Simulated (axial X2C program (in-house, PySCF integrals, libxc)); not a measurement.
# Linear SiNC⁺ at several levels

How do method and spin–orbit coupling move the bonds and stretches of SiNC⁺, held linear?

The runs use an in-house X2C program for linear molecules on PySCF integrals; all-electron X2C, two-component (2c) or spin-free, Si dyall-v3z, N dyall-av3z, C dyall-v3z.

All values are calculated.

1 further run of the same task is left out (set aside as unsound or not needed).

### 1 Input

task.json

```json
{"zs": [14, 7, 6], "q": 1, "bas": ["dyall-v3z", "dyall-av3z", "dyall-v3z"], "r0": [1.82, 1.17], "symm": 0, "scan": ["PBE0", "HF", "LDA"], "levels": ["PBE0", "HF", "r2SCAN"], "nst": 2}
```

Keys: zs atomic numbers; q charge; bas basis sets; r0 starting distance in Å; symm equal bonds; scan levels of the two-bond scan (MP2 follows by itself at each HF point); levels methods; nst determinants followed.

Run with:

```sh
python solin.py task.json out
```

Masses Si 27.977, N 14.003, C 12.000 u.

### 2 Scan at PBE0, 2c

State: Ω = 0 (all partner blocks equally filled). Energies above the lowest point, from the job's result record:

| r(Si–N) (Å) | r(N–C) (Å) | E (meV) |
| --- | --- | --- |
| 1.6302 | 1.1739 | 72.53 |
| 1.6302 | 1.2040 | 28.98 |
| 1.6302 | 1.2341 | 66.15 |
| 1.6720 | 1.1739 | 40.36 |
| 1.6720 | 1.2040 | 0.00 |
| 1.6720 | 1.2341 | 40.21 |
| 1.6720 | 1.2642 | 146.46 |
| 1.7138 | 1.1739 | 65.59 |
| 1.7138 | 1.2040 | 28.22 |
| 1.7138 | 1.2341 | 71.28 |
| 1.7556 | 1.2040 | 102.37 |
| 1.7556 | 1.2642 | 259.54 |

A quadratic surface with cubic terms in each bond gives the minimum at 1.671 and 1.203 Å, force constants 5.26, 14.3 and coupling 0.36 mdyn/Å.

### 3 Scan at HF, 2c

State: Ω = 0 (all partner blocks equally filled). Energies above the lowest point, from the job's result record:

```csv
r(Si–N) (Å),r(N–C) (Å),E (meV)
1.6302,1.1739,0.00
1.6302,1.2040,10.03
1.6302,1.2341,102.88
1.6720,1.1739,0.43
1.6720,1.2040,15.60
1.6720,1.2341,113.44
1.6720,1.2642,279.24
1.7138,1.1739,59.35
1.7138,1.2040,79.43
1.7138,1.2341,182.01
1.7556,1.2040,190.04
1.7556,1.2642,471.83
```

A quadratic surface with cubic terms in each bond gives the minimum at 1.649 and 1.185 Å, force constants 5.9, 16.3 and coupling 0.60 mdyn/Å.

### 4 Scan at LDA, 2c

State: Ω = 0 (all partner blocks equally filled). Energies above the lowest point, from the job's result record:

| r(Si–N) (Å) | r(N–C) (Å) | E (meV) |
| --- | --- | --- |
| 1.6302 | 1.1739 | 88.51 |
| 1.6302 | 1.2040 | 35.89 |
| 1.6302 | 1.2341 | 61.89 |
| 1.6720 | 1.1739 | 50.08 |
| 1.6720 | 1.2040 | 0.00 |
| 1.6720 | 1.2341 | 28.41 |
| 1.6720 | 1.2642 | 120.90 |
| 1.7138 | 1.1739 | 67.37 |
| 1.7138 | 1.2040 | 19.64 |
| 1.7138 | 1.2341 | 50.29 |
| 1.7556 | 1.2040 | 83.73 |
| 1.7556 | 1.2642 | 212.98 |

A quadratic surface with cubic terms in each bond gives the minimum at 1.677 and 1.207 Å, force constants 4.97, 13.6 and coupling 0.28 mdyn/Å.

### 5 The levels side by side

| level | r(Si–N) (Å) | r(N–C) (Å) | lower stretch (cm⁻¹) | upper stretch (cm⁻¹) |
| --- | --- | --- | --- | --- |
| PBE0, 2c | 1.671 | 1.203 | 787.4 | 2000.9 |
| HF, 2c | 1.649 | 1.185 | 838.8 | 2119.8 |
| LDA, 2c | 1.677 | 1.207 | 764.3 | 1954.7 |
| MP2, 2c | 1.680 | 1.211 | 773.8 | 1973.3 |
| PBE0, spin-free | 1.671 | 1.203 | 787.6 | 2001.0 |
| HF, spin-free | 1.649 | 1.185 | 838.9 | 2119.8 |
| LDA, spin-free | 1.677 | 1.207 | 764.5 | 1954.8 |
| MP2, spin-free | 1.680 | 1.211 | 774.0 | 1973.3 |

Scans not shown above were run alike.

What this shows: Over the levels the Si–N bond spans 1.649 to 1.680 Å and the N–C bond 1.185 to 1.211 Å. At PBE0 spin–orbit coupling leaves both bonds unchanged to 0.001 Å. Each state is one determinant, the lowest of a limited PBE0 search; the stretches come from a fit to few points and are good to some per cent at best. MP2 freezes inner shells (threshold -2 hartree). The molecule was held linear; bending was not examined, so a bent shape may lie lower.
